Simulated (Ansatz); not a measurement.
Reaction (formal loss of a carbene): `BCCl` → `BCl` + `[CH2]` (triplet)

Program: Ansatz. Geometries: PBE0-D4/def2-TZVP. ΔE: electronic, gas phase. CCSD(T)/CBS is the MP2 limit (def2-TZVPP, def2-QZVPP) plus CCSD(T) − MP2 in def2-TZVPP, frozen cores. This one scheme is used for every species. Functionals use def2-TZVPP. B3LYP here is the variant with VWN-RPA as its local correlation; programs differ in this. Triplets are unrestricted, without spin–orbit coupling.

`BCCl`:

Z-matrix (Å, degrees):
```
C
Cl 1 1.783
B 1 1.549 2 116.9
H 1 1.096 2 107.6 3 -123.7
H 1 1.096 2 107.6 3 123.6
H 3 1.192 1 122.9 2 0.1
H 3 1.198 1 116.7 2 -180.0
```

`BCl`:

```xyz
4

B    -0.053    0.069    0.126
Cl    0.545   -0.710   -1.302
H     0.076    1.248    0.217
H    -0.569   -0.607    0.959
```

`[CH2]` (triplet):

```xyz
3

C     0.257    0.037    0.094
H     0.236   -0.385   -0.899
H    -0.493    0.348    0.805
```

```csv
level,ΔE (eV),difference from CCSD(T)/CBS
r2SCAN-D4,3.03,-0.23
B97M-V,3.26,0.00
B3LYP-D4,3.22,-0.04
CAM-B3LYP-D4,3.26,0.00
BHLYP,3.02,-0.24
LC-ωPBE,3.17,-0.09
CCSD/def2-SVP,2.78,-0.48
HF/def2-TZVPP,1.78,-1.48
SCS-MP2/def2-TZVPP,3.25,-0.01
CCSD/def2-TZVPP,3.01,-0.25
CCSD(T)/CBS,3.26,0
```

Largest T1 diagnostic among the species: 0.012.

The D4 term adds +0.08 eV with B3LYP and +0.04 eV with PBE0; it sums over pairs of atoms, weighted by their polarisabilities, and B3LYP, whose exchange is more repulsive, gets the larger term. At CCSD(T), def2-SVP lies −0.41 eV from the extrapolated value and def2-TZVPP −0.15 eV. From r2SCAN to r2SCAN0 (25 % exact exchange), in def2-TZVPP and without D4, ΔE moves by −0.05 eV.
